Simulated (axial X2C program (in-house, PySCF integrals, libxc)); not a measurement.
**Potential curves of O₂, scalar-relativistic**

Calculated with an in-house relativistic program for diatomic molecules. Spin-free means the one-electron spin-free X2C Hamiltonian. Basis: O dyall-av3z [7s6p3d2f] (cores contracted in-house); Gaussian nuclei, density fitting, unrestricted open shells. Masses: O 15.995 u.

State: M_S = 1, Λ = 0 (beyond evenly filled blocks: π+α, π-α). Energies in kJ/mol from the fragments at the same level (O + O). Fits are polynomials in 1 − R0/R over 0.85 to 1.23 times the lowest point R0.

```
 R (Å)       HF     PBE0  CCSD(T)
1.0396   -45.12  -376.64         
1.0875  -115.18  -459.63  -404.12
1.1233  -140.45  -495.48  -444.50
1.1592  -147.91  -514.18  -467.94
1.1950  -141.30  -519.34  -478.05
1.2368  -119.88  -512.22  -477.01
1.2787   -87.22  -494.35  -465.59
1.3324   -33.72  -460.23  -440.21
1.3982    43.45  -407.13         
1.4938   167.15  -318.29
```

Correlated methods: 12 electrons correlated (number of frozen shells: O 1 s), 196 virtual spin orbitals or spinors in MP2, 90 natural virtuals in coupled cluster.

Occupations by symmetry block were frozen at the best pattern of an incomplete PBE0 search. De is counted from the lowest determinant-based energies of the atoms at the same level, without counterpoise correction. Coupled cluster ran in a truncated set of natural virtual spinors; the MP2 energy of the rest was added. (T) has no such correction and the atoms are truncated less, which lowers De at CCSD(T) by a hundredth of an eV or more. Coupled cluster ran on the points near the minimum only. MP2 and coupled cluster on one determinant become unreliable at the stretched end.

(1) Fit the HF curve near its minimum: give the equilibrium distance, the harmonic wavenumber and the well depth.

(2) Fit the PBE0 curve near its minimum: give the equilibrium distance, the harmonic wavenumber and the well depth.

(3) What are Re, ωe and De at the CCSD(T) level?

Answers

(1) At HF, spin-free: Re = 1.159 Å, ωe ≈ 1960 cm⁻¹, De = 1.53 eV to O + O; Be follows as 1.57 cm⁻¹.

(2) At PBE0, spin-free: Re = 1.193 Å, ωe ≈ 1710 cm⁻¹, De = 5.38 eV to O + O; Be follows as 1.48 cm⁻¹.

(3) At CCSD(T), spin-free: Re = 1.212 Å, ωe ≈ 1580 cm⁻¹, De = 4.97 eV to O + O; Be follows as 1.44 cm⁻¹.
